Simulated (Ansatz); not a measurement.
A made-up structure of BNH₃S (charge -1), singlet:

N1  (-0.614, -0.183, -1.205)
B2  (0.649, 0.281, 1.442)
S3  (0.385, -0.447, -0.335)
H4  (-1.300, 0.484, -0.858)
H5  (1.419, -1.300, -0.561)
H6  (-0.276, 0.962, 1.487)
(Å)

It is relaxed with PBE-D4/def2-SVPD and then PBE0-D4/def2-TZVPD (Ansatz 0.2.0). Atoms count as bonded within 1.22 times the sum of their covalent radii (H–H: 0.88 Å). The end point is not checked to be a true minimum.

(1) Does its bonding change? (A judgement: the text doesn't fix the answer.)

Answers

(1) Computed: No: no bond forms or breaks.

Where it ends: The first stage lowers the energy by 3.32 eV in 9 steps. It ends as BNH₃S ([BH][SH][NH]), total charge -1:
```
6
angstrom
N -0.6193 -0.2954 -1.4391
B 0.7394 0.2252 1.4676
S 0.3559 -0.3171 -0.1223
H -1.3657 0.3603 -1.2003
H 1.2565 -1.1959 -0.5792
H -0.1035 1.0195 1.8422
```

Labels in which every atom is bracketed show which atoms are joined, not bond orders.

For scale, one of the runs: PBE0-D4/def2-TZVPD relaxation, 147 basis functions, launched by `ansatz run in.yaml --threads 2 --pin off --events-out ev --progress --plain --max-ram 4352MiB`. The run took about 25 s on 2 CPU threads of an Arm Neoverse N1 (shared host).
